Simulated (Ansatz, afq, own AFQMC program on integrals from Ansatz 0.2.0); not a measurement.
AFQMC on a folder of integrals that Ansatz 0.2.0 wrote.

```yaml
crystal:
  periodic: [false, false, false]
  atoms:
    - {symbol: N, position_ang: [0.000000, 0.000000, 0.000000]}
basis:
  gaussian: {orbitals: cc-pVTZ}
magnetization: {spin_polarized: true, initial_magnetization: 3}
correlation: {method: ccsd_t, electrons: outside_noble_gas, hamiltonian_folder: ham}
```

```sh
$ ansatz run in.yaml --threads 1 --pin off --events-out ev --progress --plain --max-ram 24576MiB --backend cuda --devices 0, --max-vram 18GiB
```

afq runs on the folder ham with

```
--method free --trial cisd --walkers 4000 --time-step 0.03 --max-blocks 4000 --target-error 0.00028 --factor-cut 1e-05 --seed 4277 --times 0,0.3,0.6,1.2,1.8,2.4,3.6,4.8,6 --taylor-order 8
```

Times are imaginary, in 1/Eh. The walk had a cap of 61 s.

```
orbitals 29  electrons 4 1  factors 175 of 175
reference energy -54.40068601 Eh
CCSD correlation -0.11174539 Eh in 8 cycles, weight of the determinant in the CISD state 0.9645
repeat  energy at the last time / Eh  error
    10  -54.515018  0.000030
    20  -54.515036  0.000028
    30  -54.515050  0.000022
time / (1/Eh)  energy / Eh  error  mean overlap
  0.00  -54.512430  0.000002  1.0367
  0.30  -54.514586  0.000008  1.0357
  0.60  -54.514929  0.000010  1.0349
  1.20  -54.515054  0.000009  1.0336
  1.80  -54.515096  0.000012  1.0294
  2.40  -54.515070  0.000013  1.0288
  3.60  -54.515105  0.000019  1.0221
  4.80  -54.515110  0.000019  1.0140
  6.00  -54.515053  0.000022  1.0129
energy -54.515053 +/- 0.000022 Eh
```

Estimate how long the walk took on 1 × NVIDIA H100 80GB HBM3 with 2 threads of AMD EPYC 7R13 Processor (Zen 3) (shared host) (the card was shared).

15 s of wall time.

The run passed its tests (error under three times the target), which doesn't prove that it has relaxed.

Against this walk (error 0.6 meV) on the same determinant: CCSD(T) 9.4 meV higher, CCSDT(Q) 0.4 meV lower (within the noise), CCSDTQ 0.4 meV lower (within the noise), full CI 0.4 meV lower (within the noise). The error is statistical, and a free projection of finite length keeps a remainder of its start. The last points scatter (meV from the last: -1.2 ± 0.3 at 1.80, -0.5 ± 0.4 at 2.40, -1.4 ± 0.5 at 3.60, -1.6 ± 0.5 at 4.80, 0.0 ± 0.6 at 6.00); the last is the one printed as the energy, and the gaps above move with that scatter.

Cautions: remainder of the start not in the error.

CCSDT and higher add their correlation energy to the determinant of the CCSD(T) run, since their own runs factorise the integrals more tightly (a shift of under 2 meV). A walk keeps the symmetry of its determinant, which the program's search chose and which needn't be the lowest solution, so a lower state of the same spin and another symmetry isn't excluded.
